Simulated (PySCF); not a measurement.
# S: ionisation energy

S [Ne] 3s2 3p4 (3P) → S+ [Ne] 3s2 3p3 (4S), as a difference of total energies. All numbers are calculated (PySCF 2.14, the non-relativistic Hamiltonian (point nucleus), in def2-TZVP (5s5p2d1f, 37 functions)). Correlated levels: valence: [Ne] frozen. The calculations carry no spin-orbit coupling.

| method | ionisation energy (eV) | error (eV) |
| --- | --- | --- |
| UHF | 9.232 | -1.104 |
| PBE | 10.420 | +0.084 |
| M06-L | 10.232 | -0.104 |
| MP2 (valence) | 9.954 | -0.382 |
| SCS-MP2 (valence) | 10.028 | -0.308 |
| CCSD (valence) | 10.058 | -0.278 |
| CCSD(T) (valence) | 10.090 | -0.246 |

Reference: 10.336 eV (measured; NIST levels, between the centres of gravity of the two terms).

Errors of the correlated levels include the incompleteness of this basis and the frozen core.
